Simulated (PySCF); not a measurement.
Series: binary hydrides. All species are isolated molecules in the gas phase. Strings in code marks are SMILES.

The HOMO from two functionals at the same geometries (PBE0-D3(BJ)/def2-TZVP), both in PySCF: PBE-D3(BJ)/def2-TZVP and TPSSh-D3(BJ)/def2-TZVP. 

| species | PBE-D3(BJ)/def2-TZVP (eV) |
|---|---|
| `C` | -9.44 |
| `[GeH4]` | -8.35 |
| `N` | -5.95 |
| `O` | -6.98 |
| `Br` | -7.41 |
| `[BeH2]` | -7.46 |

### Question
What does TPSSh-D3(BJ)/def2-TZVP give for each?

### Answer

- `C`: -10.24
- `[GeH4]`: -9.08
- `N`: -6.70
- `O`: -7.85
- `Br`: -8.06
- `[BeH2]`: -8.24
Over these rows, drawn at random from the members with no instability flagged (it was tested for open shells, ions and some series alone), PBE minus TPSSh-D3(BJ): mean +0.77 eV, from +0.65 eV to +0.88 eV.
